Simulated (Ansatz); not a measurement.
Anatase TiO₂ (metastable phase), treated with r²SCAN in Ansatz (PAW).

Settings: plane-wave cutoff 560 eV, 12×12×12 k mesh, Fermi–Dirac smearing 0.01 eV, no spin polarisation, scalar-relativistic PAW data made under PBE.

Computed at the level's own relaxed cell.

Estimate the bulk modulus B0, direct gap at Γ, band gap and equilibrium volume per atom that the calculation returns.


* **bulk modulus B0**: 190 GPa
* **direct gap at Γ**: 3.00 eV
* **band gap**: 2.53 eV (indirect)
* **equilibrium volume per atom**: 11.40 Å³/atom

Note: the bulk modulus comes from volumes at which shape and atoms were relaxed.

Cost on a shared machine: roughly 18 core-minutes.

Ansatz is a program for electronic structure.
